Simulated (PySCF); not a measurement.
# MgCl₂, singlet: data card

Method: PBE0/[Mg def2-TZVP, Cl def2-TZVP], no relativity, density fitting, PySCF.

The structure is a minimum.

Coordinates in bohr (charge 0 multiplicity 1):
```
Mg    0.0000    0.0000    0.0000
Cl    0.0000    0.0000    4.1006
Cl    0.0000    0.0000   -4.1006
```

| Quantity | Value |
| --- | --- |
| Point group | D∞h |
| Bond lengths | Mg–Cl 2.170 Å (×2) |
| Bond angles | Cl–Mg–Cl 180.0° |
| Zero-point energy | 7.0 kJ/mol |
| Atomisation energy without zero-point energy | 774 kJ/mol |
| Enthalpy at 298.15 K above 0 K | 13.86 kJ/mol |
| Principal polarisabilities | 36.2, 36.2, 55.9 bohr³ |
| Heat capacity Cp at 298.15 K | 56.3 J/(mol K) |
| Rotational constants | 0.05119 cm⁻¹ |
| Entropy at 298.15 K and 1 bar | 271.7 J/(mol K) |
| Lowest empty level | -1.79 eV |
| Highest occupied level | -9.02 eV |
| Dipole moment | 0.00 D |
| Rotational symmetry number | 2 |
| Principal quadrupole moments (Buckingham, traceless) about the centre of mass | -16.46, 8.23, 8.23 D Å |

Harmonic modes (masses in u: Mg 23.985, Cl 34.969):
```json
{"symmetry": "πu", "ω (cm⁻¹)": "109", "IR (km/mol, summed over degenerate members)": "113", "μ (u)": "26.08"}
{"symmetry": "σg+", "ω (cm⁻¹)": "324", "IR (km/mol, summed over degenerate members)": "0.0", "μ (u)": "34.97"}
{"symmetry": "σu+", "ω (cm⁻¹)": "623", "IR (km/mol, summed over degenerate members)": "155", "μ (u)": "26.08"}
```

In D∞h the vibrations span πu + σg+ + σu+. The σg+ mode carries no infrared intensity, as symmetry demands. With a centre of inversion only u modes can be infrared active and only g modes Raman active.

Charges (e):
| atom | Mulliken | Löwdin | polar tensor | Mayer order to Mg1 |
| --- | --- | --- | --- | --- |
| Mg1 | 0.88 | 0.02 | 1.24 | – |
| Cl2,3 | -0.44 | -0.01 | -0.62 | 0.97 |

Mulliken populations on Mg1: s 4.42, p 6.43, d 0.27.

Counting electrons, magnesium keeps none of its valence electrons outside its bonds, so the VSEPR class is AX2 and the expected shape is linear (D∞h), as computed.

The final relaxation and frequency run took of the order of 26 core-seconds on a shared host.
